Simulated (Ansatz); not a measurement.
**Worked example: correlation energy of [H···H···O], triplet**

Geometry: a point of a hydrogen-transfer path between rigid fragments, not a stationary point.

```tsv
atom	x (Å)	y (Å)	z (Å)
H	0.0000	0.0000	-1.0713
H	0.0000	0.0000	-0.1063
O	0.0000	0.0000	1.1777
```

Basis cc-pVTZ; Ansatz 0.2.0. Only valence electrons are correlated (noble-gas cores frozen), which leaves 8 electrons in 57 orbitals. Prefix R: restricted or restricted open-shell reference; prefix U: unrestricted.

Full CI isn't at hand for all of this; UCCSDT(Q) serves as the reference, and is uncertain by about the last step of the cluster series.

Runs differ by some tens of microhartree through their thresholds and, for an open shell, their frozen cores, so steps under 0.03 kcal/mol mean nothing.

```json
{"level": "UHF", "total energy (hartree)": "-75.892409"}
{"level": "UMP2", "total energy (hartree)": "-76.086770"}
{"level": "UCCSD", "total energy (hartree)": "-76.113208"}
{"level": "UCCSD(T)", "total energy (hartree)": "-76.118681"}
{"level": "UCCSDT", "total energy (hartree)": "-76.119270"}
{"level": "UCCSDT(Q)", "total energy (hartree)": "-76.119492"}
```

What is the correlation energy at UCCSDT(Q), and what share of it do UMP2 and UCCSD recover?

E(corr) = -76.119492 − (-75.892409) = -0.227083 hartree = -6.179 eV. UMP2: -0.194361 / -0.227083 = 85.59 %. UCCSD: -0.220799 / -0.227083 = 97.23 %.

By how many kcal/mol does UCCSD(T) miss UCCSDT(Q) (1 hartree = 627.509 kcal/mol), and which steps make up the rest?

-76.118681 − (-76.119492) = 0.000811 hartree = 0.51 kcal/mol. Steps: UCCSDT − UCCSD(T) = -0.37, UCCSDT(Q) − UCCSDT = -0.14 kcal/mol. That is within 1 kcal/mol of the reference in this basis, which itself misses far more of the correlation at the basis-set limit.
